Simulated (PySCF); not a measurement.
All values below come from B3LYP-D3(BJ)/def2-TZVP in PySCF. Isolated molecules, 0 K electronic values unless said otherwise. One relaxed conformer stands for a flexible species; it need not be the lowest. B3LYP has the VWN-RPA correlation part, as in Gaussian. Excitations are Tamm–Dancoff values on a coarser integration grid. The basis has no diffuse functions, so Rydberg states are missing or too high.

Reference species (SMILES): `C=CC` (neutral, multiplicity 1).

```
Quantity               Result
-------------------  --------
T1 excitation (TDA)   4.49 eV
S1–T1 gap (TDA)       2.94 eV
HOMO                 -7.15 eV
```

Changed species: `C(B)C=C` (X = boryl; the reference has X = H).

**Question.** Predict the effect on the T1 excitation (TDA), S1–T1 gap (TDA) and HOMO.

**Answer.** the T1 excitation (TDA) falls by 0.22 eV, to 4.27 eV; the S1–T1 gap (TDA) falls by 2.71 eV, to 0.23 eV; the HOMO increases by 0.11 eV, to -7.04 eV.
